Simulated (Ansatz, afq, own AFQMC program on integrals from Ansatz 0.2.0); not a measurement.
Integrals from Ansatz 0.2.0, then the random walk in our own AFQMC program (afq).

```yaml
crystal:
  periodic: [false, false, false]
  atoms:
    - {symbol: Se, position_ang: [0.000000, 0.000000, 0.000000]}
    - {symbol: Se, position_ang: [0.000000, 0.000000, 2.087000]}
basis:
  gaussian: {orbitals: cc-pVDZ}
total_charge: 1
magnetization: {spin_polarized: false, initial_magnetization: 1}
correlation: {method: ccsd_t, electrons: outside_noble_gas, hamiltonian_folder: ham}
```

```sh
$ ansatz run in.yaml --threads 1 --pin off --events-out ev --progress --plain --max-ram 1382MiB
```

afq runs on the folder ham with

```
--method free --trial cisd --walkers 60 --time-step 0.03 --max-blocks 80 --target-error 0.0004 --factor-cut 1e-05 --seed 633 --times 0,0.21,0.42,0.81,1.2,1.8,2.4,3 --taylor-order 8
```

Times are imaginary, in 1/Eh. The walk had a cap of 491 s. Filled inner d shells are frozen with the cores.

Output of the walk:

```
orbitals 26  electrons 6 5  factors 192 of 658
reference energy -4799.30533048 Eh
CCSD correlation -0.24305715 Eh in 10 cycles, weight of the determinant in the CISD state 0.8523
repeat  energy at the last time / Eh  error
    10  -4799.561694  0.001726
    20  -4799.562116  0.001336
    30  -4799.561958  0.000985
    40  -4799.563298  0.000961
    50  -4799.563098  0.000872
    60  -4799.562811  0.000829
    70  -4799.562860  0.000761
    80  -4799.562861  0.000702
time / (1/Eh)  energy / Eh  error  mean overlap
  0.00  -4799.548848  0.000246  1.1758
  0.21  -4799.554277  0.000364  1.1724
  0.42  -4799.557565  0.000382  1.1662
  0.81  -4799.560463  0.000388  1.1646
  1.20  -4799.561397  0.000413  1.1673
  1.80  -4799.561769  0.000501  1.1943
  2.40  -4799.563114  0.000570  1.1728
  3.00  -4799.562861  0.000702  1.1870
energy -4799.562861 +/- 0.000702 Eh
```

The run passed its tests (error under three times the target), which doesn't prove that it has relaxed.

Against this walk (error 19.1 meV) on the same determinant: CCSD(T) 57.5 meV higher, CCSDT(Q) 5.6 meV lower (within the noise). The error is statistical, and a free projection of finite length keeps a remainder of its start. None of these is a sure reference here.

Cautions: remainder of the start not in the error; error above the target (19.1 against 10.9 meV); no relativity below Rb; no spin-orbit coupling; inner d shell frozen; higher spins were not checked; a spin-contaminated unrestricted determinant lies lower (UHF 543 meV lower, ⟨S²⟩ 1.36).

The walk took 2.1 min on 1 thread of Intel(R) Xeon(R) 6975P-C (Granite Rapids), with other jobs on the host. The log's last line is the free-projection energy.

CCSDT and higher add their correlation energy to the determinant of the CCSD(T) run, since their own runs factorise the integrals more tightly (a shift of under 2 meV). A walk keeps the symmetry of its determinant, which the program's search chose and which needn't be the lowest solution, so a lower state of the same spin and another symmetry isn't excluded.
